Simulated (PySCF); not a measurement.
Geometries of 2 isomers of C3H4S, from PySCF 2.14.0, PBE0-D3(BJ)/def2-SVP geometry optimisation, gas phase. One conformer each, no zero-point energy, no frequencies.

Question: Which is lower in electronic energy at this level?
A.
```xyz
8
angstrom
C     -1.253    0.227    0.076
C     -0.104   -0.468    0.125
C      1.180    0.141   -0.158
S      2.610   -0.629   -0.121
H     -2.217   -0.241    0.292
H     -1.259    1.291   -0.181
H     -0.095   -1.532    0.382
H      1.138    1.213   -0.415
```
B.
```xyz
8
angstrom
C     -2.023    0.090    0.531
C     -0.887   -0.099    0.159
C      0.479   -0.314   -0.282
S      1.556    1.040    0.326
H     -3.033    0.258    0.857
H      0.512   -0.348   -1.382
H      0.845   -1.279    0.102
H      2.688    0.566   -0.239
```

Answer: A. That is `C(=S)C=C` (thioacrolein), 23.8 kcal/mol below the other.

```tsv
SMILES	atoms numbered as above	E (Eh)	relative (kcal/mol)	relative (kJ/mol)	dipole (D)
C=CC=S	[CH2:1]=[CH:2][CH:3]=[S:4]	-514.38175	0.0	0.0	2.80
C#CCS	[CH:1]#[C:2][CH2:3][SH:4]	-514.34381	23.8	99.6	1.57
```

As drawn, the lower has a C=S bond and a C=C bond outside aromatic rings, which the higher lacks; the higher has a C≡C bond and an S–H bond, which the lower lacks.
